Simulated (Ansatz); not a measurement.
Basis-set extrapolation for C₇H₁₆ (`CCC(C)C(C)C`) (PBE0-D4/def2-TZVP geometry, frozen core, Ansatz). Multiplicity 1, RHF reference.

```json
{"": "HF", "def2-TZVPP": "-274.497645", "def2-QZVPP": "-274.510692"}
{"": "MP2 correlation", "def2-TZVPP": "-1.248510", "def2-QZVPP": "-1.324829"}
{"": "CCSD(T) correlation", "def2-TZVPP": "-1.380363", "def2-QZVPP": "not run"}
```

Energies in hartree. Use E(X) = E(∞) + A·exp(−7.88·√X) for Hartree–Fock and E(X) = E(∞) + B·X^(−2.97) for correlation, with X = 3 and 4, and add CCSD(T) minus MP2 of the smaller set to the MP2 limit.

**Question.** What is the CCSD(T) energy at the basis-set limit?

**Answer.** HF limit: -274.510692 + (-0.013047) × 0.13774 = -274.51249. MP2 limit: -1.324829 + (-0.076319) × 0.74074 = -1.38136. Higher-order term: -1.380363 − (-1.248510) = -0.13185. Total: -276.02570 hartree, 387.8 kJ/mol below CCSD(T)/def2-TZVPP.
